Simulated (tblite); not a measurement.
Task: What does the GFN2-xTB structure of InChI=1S/C4H2N/c5-3-4-1-2-4/h1H2 look like in three dimensions? (Doublet state.)

Result: 
```xyz
7
C4H2N angstrom
N      2.6698   -0.7436    0.0004
C      1.6415   -0.2285   -0.0726
C      0.4158    0.3643   -0.1515
C     -0.4896    1.2728   -0.3525
C     -1.1340    0.0323    0.0821
H     -1.6238   -0.6131   -0.6367
H     -1.4763   -0.0793    1.1036
```

Orientation and origin are arbitrary. Atoms count from 1 in this order. The 5 heavy atoms lie in one plane (0.001 Å rms). The 3-membered ring C3–C4–C5 has internal angles of 49.9° to 70.6°. The 4 C–C bonds span 1.298 Å (C3=C4, drawn double) to 1.602 Å (C3–C5, drawn single), a spread of 0.304 Å. C3 (carbon bonded to 3 C) has angles 160.0°, 140.4° and 59.5°.

Bonds between heavy atoms (Å): N1≡C2 1.153, C2–C3 1.364, C3=C4 1.298, C4–C5 1.464, C3–C5 1.602.

Computed geometry: GFN2-xTB, gas phase. This method treats the open shell by occupation alone, without spin polarisation.

Point group: Cs (every atom within 0.08 Å of its image). Its GFN2-xTB frequencies are all real (lowest 173 cm⁻¹).

On an Arm Neoverse V2 with one thread, no GPU, shared host with 96 logical CPUs at a one-minute load of 62, this took under 0.1 s. This is the geometry optimisation.
